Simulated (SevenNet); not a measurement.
**Rock-salt MgS**

Method: the machine-learned potential SevenNet-l3i5 (trained on PBE and PBE+U data).

Cell (relaxed at this level):

```
CELL_PARAMETERS angstrom
      0.00000     2.61392     2.61392
      2.61392     0.00000     2.61392
      2.61392     2.61392     0.00000
ATOMIC_POSITIONS crystal
  Mg 0.00000 0.00000 0.00000
  S  0.50000 0.50000 0.50000
```

```
Item                Value
---------------  --------
bulk modulus     72.7 GPa
TO(Γ) frequency  204 cm⁻¹
```

Measured, for comparison: bulk modulus 81 GPa (corrected for zero-point motion; as tabulated in Goldzak et al. (2022), arXiv:2208.04865); zone-centre TO phonon frequency 240 cm⁻¹ (temperature not stated, no zero-point or thermal correction; as tabulated in Chmeruk and Núñez-Valdez (2023), arXiv:2212.11645). Computed (rounded) less measured: bulk modulus -10 %, zone-centre TO phonon frequency -15 %.

A machine-learned potential is trained on density-functional data: it inherits that level's misses and adds fitting errors of its own.

Note: no long-range dipole term: LO-TO splitting at the zone centre is missing.
